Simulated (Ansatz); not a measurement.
# C4H4ClF: a ladder of functionals and wavefunction methods

The task here is to estimate one member of a computed series from the others.

Computed with Ansatz 0.2.0, Gaussian basis. Level: functionals in def2-TZVPP, the program's frozen cores in correlated methods.

The runs, in order: LDA (SPW92), PBE-D4, revPBE-D4, BLYP-D4, r2SCAN-D4, B97M-V, PBE0-D4, B3LYP-D4, r2SCANh-D4, r2SCAN0-D4, HSE06-D4, BHLYP-D4, CAM-B3LYP-D4, LC-ωPBE, ωB97X-V, ωB97M-V, B2PLYP, PBE-QIDH; CCSD(T)/def2-SVP; CCSD(T)/def2-TZVPP; MP2/def2-QZVPP; extrapolation to the limit; RPA on PBE.

## Structure used throughout

All runs share one geometry, relaxed beforehand with PBE0-D4 in a triple-zeta def2 set.

10 atoms, charge 0, spin multiplicity 1.

Atoms are counted from 1 here; the program's logs count them from 0.

Bond lengths: F1–C2 1.315 Å, C2–C3 1.328 Å, C2–C5 1.486 Å, C3–C4 1.515 Å, C3–H7 1.080 Å, C4–C5 1.556 Å, C4–H8 1.090 Å, C4–H9 1.093 Å, C5–Cl6 1.778 Å, C5–H10 1.090 Å. Angles: F1–C2–C3 134.5°, F1–C2–C5 128.7°, C3–C2–C5 96.8°, C2–C3–C4 91.9°, C2–C3–H7 134.9°, C4–C3–H7 133.2°, C3–C4–C5 86.6°, C3–C4–H8 115.4°, C3–C4–H9 116.4°, C5–C4–H8 112.5°, C5–C4–H9 114.4°, H8–C4–H9 109.9°, C2–C5–C4 84.6°, C2–C5–Cl6 116.7°, C2–C5–H10 116.2°, C4–C5–Cl6 116.4°, C4–C5–H10 115.1°, Cl6–C5–H10 107.0°.

The first run:

in.yaml

```yaml
crystal:
  periodic: [false, false, false]
  atoms:
    - {symbol: F, position_ang: [2.239489, 0.559888, -0.646798]}
    - {symbol: C, position_ang: [1.064587, 0.129286, -0.241707]}
    - {symbol: C, position_ang: [0.651217, -0.908943, 0.476149]}
    - {symbol: C, position_ang: [-0.795797, -0.472441, 0.367724]}
    - {symbol: C, position_ang: [-0.280980, 0.689855, -0.529846]}
    - {symbol: Cl, position_ang: [-0.600901, 2.339358, 0.051292]}
    - {symbol: H, position_ang: [1.134951, -1.758225, 0.936599]}
    - {symbol: H, position_ang: [-1.247388, -0.115582, 1.293941]}
    - {symbol: H, position_ang: [-1.475455, -1.164205, -0.135660]}
    - {symbol: H, position_ang: [-0.606724, 0.649708, -1.568794]}
basis:
  gaussian: {orbitals: def2-TZVPP}
hamiltonian: {xc: lda}
output: {orbitals: {seedname: orbitals}}
```

The run is started by

```sh
$ ansatz run in.yaml --threads 4 --pin off --events-out ev --progress --plain --max-ram 10444MiB
```

Steps of the session up to this table: LDA; PBE-D4 (GGA); revPBE-D4 (GGA); BLYP-D4 (GGA); r2SCAN-D4 (meta-GGA); B97M-V (meta-GGA); PBE0-D4 (hybrid); B3LYP-D4 (hybrid); r2SCANh-D4 (hybrid); r2SCAN0-D4 (hybrid); HSE06-D4 (hybrid); BHLYP-D4 (hybrid); CAM-B3LYP-D4 (range-separated); LC-ωPBE (range-separated); ωB97X-V (range-separated); ωB97M-V (range-separated); B2PLYP (double hybrid); PBE-QIDH (double hybrid).

One of the session's tables, all rows but one given; the rest of the session is left out.

It belongs to the step «Frontier levels by functional». 

| functional | HOMO (eV) | gap (eV) |
| --- | --- | --- |
| LDA (SPW92) | -6.57 | 5.07 |
| PBE-D4 | -6.40 | 5.15 |
| revPBE-D4 | -6.34 | 5.18 |
| BLYP-D4 | -6.26 | 5.14 |
| r2SCAN-D4 | -6.63 | 5.59 |
| B97M-V | -6.67 | 5.73 |
| PBE0-D4 | -7.61 | 7.40 |
| B3LYP-D4 | -7.39 | 6.93 |
| r2SCANh-D4 | -7.08 | 6.43 |
| r2SCAN0-D4 | -7.76 | 7.67 |
| HSE06-D4 | -7.21 | 6.61 |
| BHLYP-D4 | -8.68 | 9.61 |
| CAM-B3LYP-D4 | -8.94 | 9.89 |
| LC-ωPBE | -10.30 | 12.45 |
| ωB97X-V | ? | ? |
| ωB97M-V | -9.81 | 11.77 |

**Question.** Estimate the row for ωB97X-V.

As computed: HOMO (eV): -9.92; gap (eV): 12.00. In the column «HOMO (eV)» it lies between LC-ωPBE (-10.30) and ωB97M-V (-9.81).
